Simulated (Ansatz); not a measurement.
Breaking a bond: LiF, singlet.

RKS-PBE = restricted PBE/cc-pVDZ in Ansatz (a first-principles code); UKS-PBE = unrestricted PBE/cc-pVDZ (Ansatz); RKS-PBE0 = restricted PBE0/cc-pVDZ (Ansatz); FCI = full CI/cc-pVDZ, frozen core run with Ansatz.

Energies relative to the lowest point of each curve near equilibrium, in kJ/mol; the last columns give the error against full CI:

```csv
R / Å,RKS-PBE,UKS-PBE,RKS-PBE0,FCI,RKS-PBE − FCI,UKS-PBE − FCI,RKS-PBE0 − FCI
1.25,181.9,181.9,179.2,195.6,-13.6,-13.6,-16.3
1.33,88.8,88.8,86.2,97.0,-8.3,-8.3,-10.8
1.39,45.8,45.8,43.6,51.1,-5.3,-5.3,-7.5
1.50,6.9,6.9,5.8,8.6,-1.6,-1.6,-2.7
1.55,1.0,1.0,0.5,1.6,-0.6,-0.6,-1.1
1.56,0.5,0.5,0.1,0.9,-0.4,-0.4,-0.8
1.59,0.0,0.0,0.0,0.0,0.0,0.0,0.0
1.67,5.2,5.2,6.3,4.5,0.7,0.7,1.8
1.74,15.5,15.5,17.5,14.6,0.9,0.9,2.9
1.80,27.0,27.0,29.9,26.2,0.9,0.9,3.7
1.94,59.9,59.9,64.6,59.8,0.1,0.1,4.8
2.11,104.7,104.7,111.5,106.3,-1.6,-1.6,5.2
2.34,165.8,165.8,175.4,171.0,-5.2,-5.2,4.4
2.60,230.3,230.3,243.3,241.3,-11.0,-11.0,2.0
2.79,272.8,272.8,288.6,289.2,-16.3,-16.3,-0.6
3.17,344.5,343.6,366.7,373.7,-29.3,-30.2,-7.1
3.45,385.8,380.4,413.1,424.6,-38.8,-44.2,-11.5
3.85,430.3,416.6,464.1,476.1,-45.9,-59.5,-12.0
4.23,459.7,438.5,498.9,500.2,-40.5,-61.7,-1.3
4.69,483.6,454.9,528.3,510.1,-26.5,-55.2,18.2
5.40,506.1,469.4,557.4,513.8,-7.7,-44.4,43.7
```

RKS-PBE is furthest from FCI at 3.85 (-45.9 kJ/mol, below); its mean absolute error over the points is 12.2 kJ/mol.

UKS-PBE is furthest from FCI at 4.23 (-61.7 kJ/mol, below); its mean absolute error over the points is 17.2 kJ/mol.

RKS-PBE0 is furthest from FCI at 5.40 (43.7 kJ/mol, above); its mean absolute error over the points is 7.5 kJ/mol.

The scan ran from 1.25 to 6.25 Å; beyond the distances shown full CI changes its symmetry label. The restricted form behind RKS-PBE, RKS-PBE0 keeps the bonding electrons paired and can't separate into open-shell fragments. The unrestricted determinant behind UKS-PBE is spin-contaminated at 3.17 to 5.40 Å (<S²> up to 0.6, against 0.00 for a pure singlet).
